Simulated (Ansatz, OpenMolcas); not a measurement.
**Predicting a hybrid from its neighbours: CH8Si2**

CH8Si2: 11 atoms, total charge 0, spin state singlet. SMILES: `[SiH3]C[SiH3]`. The coordinates come from a PBE0-D4/def2-TZVP relaxation.

The vertical energy of the triplet above the singlet y, in eV, basis def2-SVP; a is the functional's share of exact exchange. Programs: Ansatz 0.2.0, OpenMolcas 26.06.

| functional | program | a | y (eV) |
| --- | --- | --- | --- |
| TPSS | OpenMolcas | 0 | 7.58 |
| r2SCAN | Ansatz | 0 | 7.59 |
| B3LYP | Ansatz | 0.2 | 7.77 |
| PBE0 | Ansatz | 0.25 | 7.80 |
| r2SCAN0 | Ansatz | 0.25 | ? |
| BHLYP | Ansatz | 0.5 | 8.24 |

Q: Fit y = c + s·a to the known rows and predict r2SCAN0.

A: 
1. Means of the 5 rows: a = 0.1900, y = 7.796.
2. Σ(Δa)² = 0.172, Σ(Δa·Δy) = 0.2178, so the slope is 0.2178/0.172 = 1.2663.
3. Intercept: 7.796 − (1.2663) × 0.1900 = 7.555. The largest residual of the fit is 0.072.
4. r2SCAN0: 7.555 + (1.2663) × 0.25 = 7.87 eV.

The run gave 7.90 eV, so the prediction is off by -0.03 eV, within the scatter of the fit.
